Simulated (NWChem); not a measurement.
difluoromethane (CH2F2); SMILES FCF

Program: NWChem. The geometry was optimised at PBE0/def2-SVP. Ions are spin-unrestricted doublets at the neutral geometry; other ion states weren't tried.

### Question
Predict the results for PBE/def2-SVP. Quantities: vertical ionisation energy, ΔSCF (eV); −ε(HOMO) (eV).

### Answer
```yaml
vertical ionisation energy, ΔSCF (eV): 12.08
"−ε(HOMO) (eV)": 7.61
```
